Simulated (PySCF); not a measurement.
TDDFT excited states: CH3BO

CH2BOH, CH3BO.
Atom-mapped SMILES: `[CH2:1]=[B:2][OH:3]` (hydrogens: H4, H5 on C1; H6 on O3)

Theory: PySCF, TDDFT CAM-B3LYP/aug-cc-pVTZ, vertical, gas phase, core orbitals frozen in the response. Isolated species at its PBE0-D3(BJ)/def2-TZVP geometry, gas phase.

| state | E (eV) | λ (nm) | ν̃ (cm⁻¹) | f | symmetry | main configurations (H = HOMO, L = LUMO) |
| --- | --- | --- | --- | --- | --- | --- |
| S1 | 4.31 | 287.6 | 34780 | 0.0000 | – | H→L+4 (64%), H→L+7 (24%), H→L+2 (10%) |
| S2 | 4.56 | 272.2 | 36740 | 0.037 | A′ | H→L (88%) |
| S3 | 5.74 | 216.0 | 46290 | 0.038 | A′ | H→L+1 (91%) |
| S4 | 6.03 | 205.5 | 48670 | 0.0003 | – | H→L+2 (80%), H→L+4 (10%), H→L+11 (9%) |
| S5 | 6.30 | 196.9 | 50790 | 0.0036 | A′ | H→L+3 (87%) |
| S6 | 6.79 | 182.7 | 54730 | 0.024 | A′ | H→L+5 (58%), H→L+6 (17%) |
| S7 | 7.00 | 177.1 | 56460 | 0.082 | A′ | H→L+6 (59%), H→L+8 (11%), H→L+9 (10%) |
| S8 | 7.05 | 176.0 | 56820 | 0.0004 | – | H→L+7 (73%), H→L+4 (21%) |
| S9 | 7.15 | 173.5 | 57650 | 0.180 | A′ | H→L+8 (56%), H→L+5 (13%), H→L+6 (10%) |
| S10 | 7.58 | 163.7 | 61110 | 0.015 | A′ | H→L+9 (71%), H→L+8 (17%) |

Triplets (Tamm–Dancoff): T1 3.96 eV, H→L+4 (64%), H→L+7 (25%), H→L+2 (9%); T2 4.33 eV, H→L (82%), H→L+5 (8%); T3 4.93 eV, H→L+8 (33%), H→L+12 (32%), H→L+9 (15%); T4 5.68 eV, H→L+1 (85%).

The lowest singlet comes at 288 nm (416 kJ/mol) in the ultraviolet; it is dark (f under 0.0005); its leading configuration is HOMO→LUMO+4 (64%). The strongest level in the table is S9 at 7.15 eV (173 nm, f = 0.180). Löwdin shares by element: HOMO carbon 48%, boron 29%, hydrogen 15% or more; LUMO hydrogen 68%, boron 22%. Of the 10 states listed, 6 reach f = 0.01 and 3 stay under 0.0005. The listed states span 3.26 eV, and the widest gap between neighbours is 1.18 eV (S2 to S3). The oscillator strengths of these states sum to 0.380; summed over the whole spectrum of an exact calculation they would give the number of electrons, 22 (Thomas–Reiche–Kuhn). Symmetry labels in Cs follow from the direction of the transition dipole and are given only for states with f of 0.002 or more. Only the lowest 10 singlets were computed, as vertical energies without vibronic structure.
